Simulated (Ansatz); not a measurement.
Species: isobutane, C$_{4}$H$_{10}$, charge 0, multiplicity 1. SMILES: CC(C)C
Geometry: optimised at B3LYP-D3(BJ)/def2-TZVP (Ansatz, a first-principles code).

CCSD(T) with Ansatz in growing basis sets, 26 correlated electrons. Cores are frozen in the correlated levels unless marked. UHF or UKS for open shells. Spin-orbit coupling is left out. No relativistic terms. Costs are ratios of core time to the smallest set, on shared machines of one kind, and rough; they hold the program's checks for lower states.

```csv
basis,functions,cost over smallest,E(corr) (Eh),electronic atomisation energy (kcal/mol)
cc-pVDZ,106,1×,-0.6705,1221.6
cc-pVTZ,260,10×,-0.8000,1276.9
```

Formally CCSD grows as o²v⁴ and (T) as o³v⁴; with o = 13 and v going from 89 to 243 both grow 56-fold in the last step, while integrals and the mean field grow more slowly. That step adds 129.5 mEh of correlation energy and 55.3 kcal/mol to the atomisation energy.
